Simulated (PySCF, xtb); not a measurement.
methylamine (CH5N), SMILES CN.

Harmonic wavenumbers (cm⁻¹) from GFN2-xTB in xtb 6.7.1 at its own minimum, in rising order: 348, 916, 950, 1104, 1162, 1294, 1419, 1497, 1500, 1573, 2867, 3013, 3015, 3385, 3415.

Problem. What does B3LYP-D3(BJ)/def2-TZVP run with PySCF give at its own minimum? (Estimate from the structure and the level; the computed values follow.)

Solution. 303, 830, 976, 1057, 1169, 1347, 1460, 1497, 1518, 1666, 2965, 3059, 3094, 3490, 3565. Paired by order, the mean absolute difference is 60 cm⁻¹ and the zero-point energies are 39.3 and 40.0 kcal/mol.
